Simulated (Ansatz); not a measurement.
Species: C3H4, charge 0, triplet. This triplet is an excited state, 2.3 eV above the singlet at CCSD(T)/cc-pVQZ (Ansatz, a program for electronic structure). C3H4 (parent SMILES C=C=C, triplet).
B3LYP-D3(BJ)/def2-TZVP minimum from Ansatz:
```xyz
7

C      1.2766    -0.0276     0.0941
C      0.0022    -0.0139    -0.3564
C     -1.2776     0.0342     0.0760
H      2.1248    -0.0744    -0.5772
H      1.4966     0.0084     1.1618
H     -2.1176     0.0283    -0.6073
H     -1.5107     0.0812     1.1405
```
Charge 0, spin multiplicity 3.

Total energies in cc-pVDZ, 16 correlated electrons, 3 frozen orbitals. UHF or UKS for unpaired electrons; spin-orbit terms are left out. Correlated methods leave the cores frozen. No relativity. The UHF reference of C3H4 (parent SMILES C=C=C, triplet) is spin-contaminated (<S^2> up to 0.12 over the pure value in the sets run). The spin of C3H4 (parent SMILES C=C=C, triplet) was assumed, and the state is the lowest solution found for it.

```tsv
method	program	energy (Eh)	minus CCSDT(Q) (mEh)
HF	Ansatz	-115.82643	410.01
MP2	Ansatz	-116.17251	63.93
CCSD	Ansatz	-116.22031	16.13
CCSD(T)	Ansatz	-116.23392	2.51
CCSDT(Q)	Ansatz	-116.23643	0.00
```

Rough core times of Ansatz's runs on a shared machine: CCSD(T) under 20 s, CCSDT(Q) 5 min.
